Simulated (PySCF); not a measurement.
Species: FH3P (charge +1).
SMILES with atom numbers: `[F:1][PH3+:2]` (hydrogens: H3, H4, H5 on P2)

Geometry (PBE0-D3(BJ)/def2-SVP, Å), atoms numbered from 1 in this order:
```
atom  x, y, z in Å
F1     1.0990   -0.9541    0.4061
P2    -0.0248    0.0218   -0.0200
H3    -0.8011    0.3243    1.1154
H4     0.5748    1.1858   -0.5379
H5    -0.8131   -0.6107   -1.0008
```

Computed, not measured: PySCF 2.14.0, density-fitted response routines, TDDFT PBE0/def2-SVPD, vertical, gas phase, core orbitals frozen in the response.

Ground-to-excited transition dipoles (e·a0, same axes as the geometry; the sign carries no meaning), for the states with f of 0.002 or more among the lowest 10:

```json
{"state": "S6", "E (eV)": "11.626", "μx": "-0.175", "μy": "0.140", "μz": "-0.059"}
{"state": "S7", "E (eV)": "11.716", "μx": "-0.004", "μy": "0.081", "μz": "0.193"}
{"state": "S8", "E (eV)": "11.722", "μx": "-0.159", "μy": "-0.147", "μz": "0.063"}
{"state": "S9", "E (eV)": "11.941", "μx": "-0.685", "μy": "-0.777", "μz": "0.032"}
{"state": "S10", "E (eV)": "11.942", "μx": "-0.193", "μy": "0.213", "μz": "0.998"}
```

Question: What oscillator strength does each state have?

Answer: f = (2/3) ΔE |μ|² with ΔE in hartree (27.2114 eV).

```json
{"state": "S6", "|μ|² (au)": "0.053", "|μ| (D)": "0.59", "f": "0.015"}
{"state": "S7", "|μ|² (au)": "0.044", "|μ| (D)": "0.53", "f": "0.013"}
{"state": "S8", "|μ|² (au)": "0.051", "|μ| (D)": "0.57", "f": "0.015"}
{"state": "S9", "|μ|² (au)": "1.073", "|μ| (D)": "2.63", "f": "0.314"}
{"state": "S10", "|μ|² (au)": "1.078", "|μ| (D)": "2.64", "f": "0.316"}
```

Question: What is the point group, and which symmetry does each of these states have?

Answer: C3v. From a totally symmetric ground state, an allowed state transforms like the component of the dipole operator along its μ. Polarised along the main axis, so A1: S6. Polarised across the main axis, so E: S7, S8, S9 and S10.

Question: How is the summed strength of these states shared among x, y and z?

Answer: (2/3) Σ ΔE μα² gives 0.164 for x, 0.203 for y and 0.304 for z, 0.672 in all.

Question: What peak molar absorption coefficient would the strongest computed level give as a lone Gaussian band 0.5 eV wide at half height?

Answer: ε(max) = 2.175×10⁸ f / FWHM, with the width in cm⁻¹. S9/S10 (f summed): 2.175×10⁸ × 0.6294 / 4033 ≈ 34000 L mol⁻¹ cm⁻¹.

S7/S8 and S9/S10 coincide within about 0.01 eV; within a degenerate level the directions of the single components are arbitrary.

The vertical ionisation energy (ΔSCF) is 21.56 eV, 9.61 eV above S10.
